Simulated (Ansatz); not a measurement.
Trigonal Se was calculated with LDA (Ansatz, a first-principles code, PAW).

Numerical settings: plane-wave cutoff 500 eV, 12×12×6 k mesh (along the axes of the cell as run), gaussian smearing 0.02 eV, scalar-relativistic PAW data made under PBE.

Cell (relaxed at this level):

```xyz
3
Lattice="1.9728 -3.4170 0.0000 1.9728 3.4170 0.0000 0.0000 0.0000 5.1207" Properties=species:S:1:pos:R:3 pbc="T T T"
Se     0.5042     0.8732     3.4138
Se     2.9372     0.0000     0.0000
Se     0.5042    -0.8732     1.7069
```

Problem. Predict the band gap.

Solution. 
- band gap: 0.28 eV (on the SCF k mesh)

Spin–orbit coupling is not included.

Cost on a shared machine: around 2.6 core-minutes (rough).
